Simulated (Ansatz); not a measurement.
The input, for Ansatz 0.2.0:

```yaml
crystal:
  periodic: [false, false, false]
  atoms:
    - {symbol: Si, position_ang: [0.000000, -0.499108, 2.529249]}
    - {symbol: B, position_ang: [0.000000, -0.534848, -2.558625]}
    - {symbol: H, position_ang: [0.000000, 0.719024, 3.424803]}
    - {symbol: H, position_ang: [0.000000, 0.314931, -3.395427]}
basis:
  gaussian: {orbitals: 6-31G}
magnetization: {spin_polarized: false, initial_magnetization: 3}
correlation: {method: ccsdt_q, electrons: outside_noble_gas}
```

```sh
$ ansatz run in.yaml --threads 1 --pin off --events-out ev --progress --plain --max-ram 4096MiB --backend cpu
```

The program prints:

```
536 factors; integrals over basis functions are off by at most 1.4e-7 eV
mean field evaluation 1: about -8551.3075 eV, gradient 1.4e1 eV
mean field evaluation 2: about -8551.3068 eV, gradient 1.4e1 eV
mean field evaluation 4: about -8552.0555 eV, gradient 1.9e1 eV
mean field evaluation 8: about -8557.1864 eV, gradient 2.0e0 eV
mean field evaluation 16: about -8557.2307 eV, gradient 7.0e-7 eV
mean field evaluation 32: about -8557.7740 eV, gradient 4.4e-3 eV
mean field evaluation 64: about -8557.7684 eV, gradient 1.5e-6 eV
mean field evaluation 96: about -8557.7698 eV, gradient 4.7e-2 eV
mean field evaluation 128: about -8557.7683 eV, gradient 2.6e-2 eV
mean field evaluation 160: about -8557.7719 eV, gradient 3.6e-1 eV
...
cycle  87  -2.15606852 eV  change   -1.8e-7 eV  update   1.6e-6
cycle  88  -2.15606863 eV  change   -1.1e-7 eV  update   2.3e-6
cycle  89  -2.15606862 eV  change    1.2e-8 eV  update   3.4e-6
cycle  90  -2.15606854 eV  change    7.8e-8 eV  update   2.7e-6
cycle  91  -2.15606857 eV  change   -3.6e-8 eV  update   6.5e-6
cycle  92  -2.15606880 eV  change   -2.3e-7 eV  update   4.1e-6
cycle  93  -2.15606919 eV  change   -3.8e-7 eV  update   3.3e-6
cycle  94  -2.15606935 eV  change   -1.6e-7 eV  update   1.4e-6
cycle  95  -2.15606936 eV  change   -8.9e-9 eV  update   1.2e-6
cycle  96  -2.15606927 eV  change    9.1e-8 eV  update   1.0e-6
perturbative correction -0.00133321 eV, -0.0000489944 hartree
Total energy: -8559.93246777 eV, -314.5717160598 hartree
```

For the same geometry and basis full CI lies 2.7 meV lower.

Ran on 1 thread of AMD EPYC 7R13, shared host: 15 s wall, 0.19 GiB peak host memory.
